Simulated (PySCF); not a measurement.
Gas-phase reaction: 3 BF₃.H₂O + 2 BH + BF ⇌ B(OH)₃ + 5 BHF₂

Computed with PySCF and rigid-rotor harmonic-oscillator thermochemistry at 1 bar. † marks an energy on the PBE0/def2-TZVP geometry and frequencies; other levels use their own. MP2 and CCSD(T) freeze the core. 6-31G* has spherical d functions here. All species are closed-shell singlets. B3LYP is the form with VWN-RPA correlation. Adducts (BF₃.H₂O) have no counterpoise correction, and HF, PBE, BLYP, B3LYP and PBE0 lack dispersion. BF₃.H₂O: computed as isolated molecules; such fragments, hydroxides, amides, oligomers or adducts are transient or little studied in the gas. MP2 isn't extrapolated to the basis-set limit; its ΔH°(298 K) is -1305.6 kJ in def2-SVP and -1291.4 kJ in def2-TZVPP. CCSD(T) isn't extrapolated to the basis-set limit; its ΔH°(298 K) is -1216.7 kJ in def2-SVP and -1202.7 kJ in def2-TZVPP. The harmonic model lacks anharmonicity and excited electronic states, which grow with temperature; levels with a mode under 35 cm⁻¹ are left out. Internal rotation in BF₃.H₂O, B(OH)₃ is treated as a harmonic vibration of one conformer, which makes the entropy rough.

```tsv
level	ΔE electronic, kJ	ΔH°(298 K), kJ	ΔS°(298 K), J/K	ΔG°(1000 K), kJ
B3LYP/6-31G*	-1376	-1354	-7	-1318
BLYP/def2-TZVP†	-1344	-1327	-13	-1287
CCSD(T)/def2-SVP†	-1234	-1217	-13	-1176
HF/def2-TZVP†	-1269	-1252	-13	-1212
MP2/def2-TZVPP†	-1308	-1291	-13	-1251
PBE/def2-SVP	-1347	-1329	7	-1309
PBE0/def2-QZVP†	-1334	-1318	-13	-1277
PBE0/def2-TZVP	-1338	-1321	-13	-1280
r2SCAN/def2-TZVP†	-1353	-1336	-13	-1295
```
ΔH° is lowest at B3LYP/6-31G* and highest at CCSD(T)/def2-SVP†. No reference value is set beside these.
